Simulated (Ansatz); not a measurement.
# Relaxing Sr3NbZn

Theory: DFT PBE, scalar-relativistic, plane waves, PAW (Ansatz 0.2.0). Cutoff 420 eV, Γ-centred k mesh, Gaussian smearing, no spin polarisation in the final step.

Sr3NbZn was placed on the cubic perovskite structure type (Pm-3m, No. 221), with Nb in place of Sr, Zn in place of Ti, Sr in place of O, at a guessed volume.

```
CELL_PARAMETERS angstrom
4.94669 0.00000 0.00000
0.00000 4.94669 0.00000
0.00000 0.00000 4.94669
ATOMIC_POSITIONS crystal
Sr 0.00000 0.50000 0.50000
Sr 0.50000 0.00000 0.50000
Sr 0.50000 0.50000 0.00000
Nb 0.00000 0.00000 0.00000
Zn 0.50000 0.50000 0.50000
```

Steps on the 4×4×4 mesh (5 atoms). 8 of 8 steps are shown, and the free energy counts from the last. Trial steps that were taken back and renewals of the plane-wave basis can be among the rows.

| step | ΔF (meV/atom) | V (Å³/atom) | P (GPa) |
| --- | --- | --- | --- |
| 1 | 879.7 | 24.21 | 25.98 |
| 2 | 421.3 | 27.92 | 14.58 |
| 3 | 154.4 | 32.00 | 7.05 |
| 4 | 34.9 | 36.55 | 1.78 |
| 5 | 24.2 | 38.39 | 0.15 |
| 6 | 4.9 | 38.39 | 1.02 |
| 7 | 0.1 | 39.60 | 0.29 |
| 8 | 0.0 | 39.60 | 0.29 |

A final relaxation ran on a 6×6×6 mesh. The relaxed crystal, Pm-3m (No. 221):

Space group Pm-3m (No. 221). a = 5.857 Å, b = 5.857 Å, c = 5.857 Å, α = 90.00°, β = 90.00°, γ = 90.00°
```
atom site symmetry x y z
  Sr    3c    4/mm.m  0.0000  0.5000  0.5000
  Nb    1a m-3m  0.0000  0.0000  0.0000
  Zn    1b m-3m  0.5000  0.5000  0.5000
```

For Sr3NbZn, the volume per atom is 40.19 Å³, the density is 3.48 g/cm³ and the energy over the elements is 1.00 eV/atom. The gap on the 6×6×6 mesh is 0 eV (a metal).

Formation energies are uncorrected and refer to the elements' standard structures at the same level.

The final run used a 6×6×6 mesh on its 5-atom cell and 0.10 eV smearing. For metals, differences of a few meV/atom aren't resolved.

A structure relaxed within its symmetry needn't be a true minimum.

Cost: 3 runs of about 1.4 core-minutes in all, on Arm Neoverse V1 (shared hosts).